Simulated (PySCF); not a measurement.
A small calculation by hand: entropy of an ideal gas

H2N, SMILES [NH2] (connectivity only; charge and spin as stated), charge -1, multiplicity 1.

Geometry optimised at PBE-D3(BJ)/def2-TZVPD. The spin state was assumed, not searched. The isomer is the one that the SMILES or the coordinates give; other isomers of the formula were not compared.

PBE-D3(BJ)/def2-TZVPD (PySCF 2.14.0) gives the harmonic wavenumbers 1466, 3206, 3286 cm⁻¹ and the rotational temperatures 31.7626, 18.6893, 11.7661 K. The molar mass is 16.02 g/mol, the symmetry number 2, the spin multiplicity 1.

**Question.** Work out the entropy at 298.15 K and 1 atm in the rigid-rotor, harmonic-oscillator model.

**Answer.** 
Translation (Sackur–Tetrode at 1 atm): S = R[1.5 ln M + 2.5 ln T − 1.16487] = 143.3 J/(mol K).
Rotation: q = (√π/σ) T^1.5/√(θA θB θC) = 54.6, S = R[ln q + 3/2] = 45.7 J/(mol K).
Vibration: with u = 1.4388 ν/T, each mode gives R[u/(e^u − 1) − ln(1 − e^−u)]:
```
ν (cm⁻¹)  modes     u  S (J/(mol K))
--------  -----  ----  -------------
1466          1  7.07           0.06
```
The stiffer modes add less than 0.005 each. Sum 0.1 J/(mol K).
Spin: R ln 1 = 0.0 J/(mol K).
Total 189.1 J/(mol K); the program's own thermochemistry gives 189.1. Translation makes up 76 % and vibration 0 %. Anharmonicity, hindered rotation and orbital degeneracy are left out.
